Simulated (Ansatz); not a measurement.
Reaction (formal loss of a carbene): `CCC(C)CC(C)C` → `CCCC(C)CC` + `[CH2]` (triplet)

Program: Ansatz. Geometries: PBE0-D4/def2-TZVP. ΔE: electronic, gas phase. CCSD(T)/CBS adds triple-zeta CCSD(T) − MP2 to the extrapolated MP2 energy (def2 sets, frozen cores). This one scheme is used for every species. Triplets are unrestricted, without spin–orbit coupling. Each species was taken in one conformer, which may not be the lowest.

| species | CCSD(T)/CBS(def2) energy (Eh) |
| --- | --- |
| `CCC(C)CC(C)C` | -315.28835 |
| `CCCC(C)CC` | -276.02538 |
| `[CH2]` (triplet) | -39.09499 |

Problem. Work out ΔE.

Solution. ΔE = (-276.02538) + (-39.09499) − (-315.28835) = 0.16798 Eh = +441.0 kJ/mol.

Largest T1 diagnostic among the species: 0.011.

The D4 term adds +16.2 kJ/mol with B3LYP and +9.2 kJ/mol with PBE0; it sums over pairs of atoms, weighted by their polarisabilities, and B3LYP, whose exchange is more repulsive, gets the larger term. From r2SCAN to r2SCAN0 (25 % exact exchange), in def2-TZVPP and without D4, ΔE moves by −4.0 kJ/mol. In def2-TZVPP, CCSD(T) changes the Hartree–Fock value by +147.6 kJ/mol (the triples alone add +12.7 kJ/mol) and MP2 by +162.4 kJ/mol.

B3LYP here is the variant with VWN-RPA as its local correlation; programs differ in this.
